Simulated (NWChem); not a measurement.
System: NO cation

Input file for NWChem:

```
start job
memory heap 200 mb stack 900 mb global 1100 mb
charge 1
geometry units angstroms noautosym nocenter noautoz
  N      0.000000     0.000000    -0.571443
  O      0.000000     0.000000     0.501306
end
basis spherical
  N library def2-svpd
  O library def2-svpd
end
dft
  xc xpbe96 cpbe96
  iterations 150
end
tddft
  cis
  nroots 6
  notriplet
end
task tddft energy
```

Output (shortened):

```
             Northwest Computational Chemistry Package (NWChem) 7.3.0
             --------------------------------------------------------

                             Geometry "geometry" -> ""
                             -------------------------

 Output coordinates in angstroms (scale by  1.889725989 to convert to a.u.)

  No.       Tag          Charge          X              Y              Z
 ---- ---------------- ---------- -------------- -------------- --------------
    1 N                    7.0000     0.00000000     0.00000000    -0.57144300
    2 O                    8.0000     0.00000000     0.00000000     0.50130600

 Effective nuclear repulsion energy (a.u.)      27.6242867101

  pbe96 is a nonlocal functional; adding pw91lda local functional.

                                 NWChem DFT Module
                                 -----------------

 Summary of "ao basis" -> "ao basis" (spherical)
 ------------------------------------------------------------------------------
       Tag                 Description            Shells   Functions and Types
 ---------------- ------------------------------  ------  ---------------------
 N                         def2-svpd                 8       20   4s2p2d
 O                         def2-svpd                 9       23   4s3p2d

            General Information
            -------------------
          SCF calculation type: DFT
          Wavefunction type:  closed shell.
          No. of atoms     :     2
          No. of electrons :    14
           Alpha electrons :     7
            Beta electrons :     7
          Charge           :     1
          Spin multiplicity:     1
          Use of symmetry is: off; symmetry adaption is: off
          Maximum number of iterations: 150
          AO basis - number of functions:    43
                     number of shells:    17
          Convergence on energy requested:  1.00D-06
          Convergence on density requested:  1.00D-05
          Convergence on gradient requested:  5.00D-04

              XC Information
              --------------
          PerdewBurkeErnzerhof Exchange Functional  1.000
            Perdew 1991 LDA Correlation Functional  1.000 local
           PerdewBurkeErnz. Correlation Functional  1.000 non-local

[...]

                                NWChem TDDFT Module
                                -------------------

            General Information
            -------------------
           No. of orbitals :      86
            Alpha orbitals :      43
             Beta orbitals :      43
        Alpha frozen cores :       0
         Beta frozen cores :       0
     Alpha frozen virtuals :       0
      Beta frozen virtuals :       0
         Spin multiplicity :       1
    Number of AO functions :      43
        Use of symmetry is : off
      Symmetry adaption is : off
         Schwarz screening :  0.10D-07

              XC Information
              --------------
   PerdewBurkeErnzerhof Exchange Functional   1.00
     Perdew 1991 LDA Correlation Functional   1.00 local
    PerdewBurkeErnz. Correlation Functional   1.00 non-local

             TDDFT Information
             -----------------
          Calculation type : Tamm-Dancoff TDDFT
         Wavefunction type : Restricted singlets
          No. of electrons :      14
           Alpha electrons :       7
            Beta electrons :       7
              No. of roots :       6
          Max subspacesize :    5200
            Max iterations :     100
               Target root :       1
           Target symmetry : none
      Symmetry restriction : off
                 Algorithm : Optimal
        Davidson threshold :  0.10D-03

    6 smallest eigenvalue differences (eV)
--------------------------------------------------------
  No. Spin  Occ  Vir  Irrep   E(Occ)    E(Vir)   E(Diff)
--------------------------------------------------------
    1    1    7    8 a        -0.850    -0.545     8.307
    2    1    7    9 a        -0.850    -0.545     8.307
    3    1    6    8 a        -0.936    -0.545    10.630
    4    1    5    8 a        -0.936    -0.545    10.630
    5    1    6    9 a        -0.936    -0.545    10.630
    6    1    5    9 a        -0.936    -0.545    10.630
--------------------------------------------------------

  Entering Davidson iterations
  Restricted singlet excited states

  Iter   NTrls   NConv    DeltaV     DeltaE      Time
  ----  ------  ------  ---------  ---------  ---------
    1      6       1     0.55E+00   0.10+100        0.5
    2     11       1     0.44E+00   0.31E+00        0.5
    3     16       3     0.54E-01   0.12E+00        0.5
    4     19       5     0.16E-02   0.21E-02        0.4
    5     20       6     0.60E-04   0.25E-05        0.4
  ----  ------  ------  ---------  ---------  ---------
  Convergence criterion met

  Ground state a        -129.314186982908 a.u.

  ----------------------------------------------------------------------------
  Root   1 singlet a              0.358998961 a.u.                9.7689 eV
  ----------------------------------------------------------------------------
     Transition Moments    X  0.18598   Y -0.19822   Z -0.00000
     Dipole Oscillator Strength                    0.0176826881
     Electric Quadrupole                           0.0000003065
     Magnetic Dipole                               0.0000062188
     Total Oscillator Strength                     0.0176892133

[...]
```

Level: PBE/def2-SVPD, TDA. Coordinates come from a B3LYP/6-31G* (spherical d) optimisation.
